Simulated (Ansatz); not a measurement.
Reaction (SMILES): [OH] (OH) → [OH-] (an electron is taken up)
B3LYP-D3(BJ)/def2-TZVP geometries, fixed; electronic energies without zero-point terms; positive where energy is released.

Basis-set convergence of the adiabatic electron affinity at wB97M-V with Ansatz (an electronic-structure program). Cartesian d functions, on some or all atoms, in 6-31G**; all else is spherical. The program fits the integrals of some runs and decomposes those of others, by size. Open shells are unrestricted. The functional holds VV10 correlation; no added dispersion term, no relativity. Functions are those of the species that has most. Reference: the value in aug-cc-pV5Z, 1.733 eV, itself unsure by roughly 0.004 eV (its mean distance from aug-pcseg-3, aug-cc-pVQZ, def2-QZVPPD).

```tsv
basis	functions	adiabatic electron affinity (eV)
STO-3G	6	-7.211
def2-SVP	19	…
6-31G**	20	…
aug-cc-pVDZ	32	1.758
aug-pcseg-1	32	1.811
6-311++G(2d,2p)	37	1.684
def2-TZVP	37	1.070
cc-pVTZ	44	…
def2-TZVPPD	57	1.737
aug-pcseg-2	69	…
pcseg-3	93	1.647
def2-QZVPPD	99	1.733
pcseg-4	162	1.683
```

Task: Some entries are withheld; supply them.

Result: 
- def2-SVP, adiabatic electron affinity (eV): -0.184
- 6-31G**, adiabatic electron affinity (eV): -0.105
- cc-pVTZ, adiabatic electron affinity (eV): 0.614
- aug-pcseg-2, adiabatic electron affinity (eV): 1.744
